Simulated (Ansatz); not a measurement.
**Voigt–Reuss–Hill shear modulus of hcp Cd at several levels of theory**

No measured value is used here.

```tsv
level (code)	value (GPa)	cell (Å³/atom)
LDA (Ansatz)	29.1	20.06
PBE (Ansatz)	13.6	22.89
PBEsol (Ansatz)	24.6	21.02
r²SCAN (Ansatz)	24.7	21.98
HSE06 (Ansatz)	31.7	22.59
```

HSE06: hybrids on metals are sensitive to the k mesh. Each level is taken at its own relaxed cell. Cutoffs and k meshes differ between the levels. Ansatz's density-functional and Hartree–Fock values are scalar-relativistic unless marked +SOC, with PAW data made under PBE.

Ansatz is a quantum-chemistry and plane-wave program.
